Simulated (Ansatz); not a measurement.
Conformers of `COCCC#N`, each relaxed with PBE0-D4/def2-TZVP in Ansatz. CBS adds the triple-zeta coupled-cluster correction to the MP2 limit.

Not all of them had a frequency check.

Conformer A:

```xyz
13

C     2.024    0.092   -0.352
O     0.697    0.541   -0.288
C    -0.104   -0.263    0.523
C    -1.533    0.244    0.436
C    -2.112    0.056   -0.885
N    -2.575   -0.113   -1.923
H     2.567    0.775   -1.005
H     2.083   -0.923   -0.767
H     2.497    0.093    0.639
H    -0.056   -1.315    0.204
H     0.226   -0.216    1.572
H    -2.156   -0.280    1.165
H    -1.556    1.309    0.683
```

Conformer B:

```xyz
13

C    -0.333   -1.711    0.470
O     0.588   -0.718    0.838
C     0.954    0.140   -0.199
C    -0.155    1.104   -0.634
C    -0.626    1.947    0.451
N    -0.993    2.616    1.310
H    -1.327   -1.301    0.252
H     0.016   -2.275   -0.405
H    -0.423   -2.391    1.316
H     1.808    0.714    0.165
H     1.273   -0.428   -1.085
H    -1.008    0.557   -1.046
H     0.225    1.744   -1.435
```

Problem. Which is lowest in electronic energy at CCSD(T)/CBS (frozen core, def2 sets), and by how much? (An estimate is asked.)

Solution. Ansatz gave: A; B lies 5.7 kJ/mol higher.

Problem. Give the energies relative to A (kJ/mol) with PBE-D4/def2-TZVPP, B3LYP-D4/def2-TZVPP, ωB97X-V/def2-TZVPP, PBE/def2-TZVPP, MP2/def2-TZVPP, HF/CBS(def2), MP2/CBS(def2). (An estimate is asked.)

Solution. The calculation gave: 
```csv
level,B
PBE-D4/def2-TZVPP,4.4
B3LYP-D4/def2-TZVPP,5.0
ωB97X-V/def2-TZVPP,5.5
PBE/def2-TZVPP,5.6
MP2/def2-TZVPP,5.4
HF/CBS(def2),9.2
MP2/CBS(def2),5.8
```

B3LYP here is the variant with VWN-RPA as its local correlation; programs differ in this.
